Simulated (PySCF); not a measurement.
**B₂: from constants to spectrum**

PBE0 constants of B₂, ³Πu (triplet), unpaired electrons σ ↑, π ↑, a second solution, started from another occupation (PySCF, no relativity, basis sets B def2-TZVP; masses 11.0093 and 11.0093 u):

| Quantity | Value |
| --- | --- |
| ωe | 811.1 cm⁻¹ |
| ωexe | 7.64 cm⁻¹ |
| Be | 0.99956 cm⁻¹ |
| αe | 0.0137 cm⁻¹ |
| D (centrifugal) | 6.07e-06 cm⁻¹ |

Question: Give the vibrational terms G(v) and spacings up to v = 6.

Answer: G(v) = ωe(v+½) − ωexe(v+½)².

```json
{"v": "0", "G(v) (cm⁻¹)": "404", "G(v) − G(v−1)": "", "Bv (cm⁻¹)": "0.9927"}
{"v": "1", "G(v) (cm⁻¹)": "1199", "G(v) − G(v−1)": "796", "Bv (cm⁻¹)": "0.9790"}
{"v": "2", "G(v) (cm⁻¹)": "1980", "G(v) − G(v−1)": "781", "Bv (cm⁻¹)": "0.9653"}
{"v": "3", "G(v) (cm⁻¹)": "2745", "G(v) − G(v−1)": "765", "Bv (cm⁻¹)": "0.9516"}
{"v": "4", "G(v) (cm⁻¹)": "3495", "G(v) − G(v−1)": "750", "Bv (cm⁻¹)": "0.9379"}
{"v": "5", "G(v) (cm⁻¹)": "4230", "G(v) − G(v−1)": "735", "Bv (cm⁻¹)": "0.9242"}
{"v": "6", "G(v) (cm⁻¹)": "4949", "G(v) − G(v−1)": "719", "Bv (cm⁻¹)": "0.9105"}
```
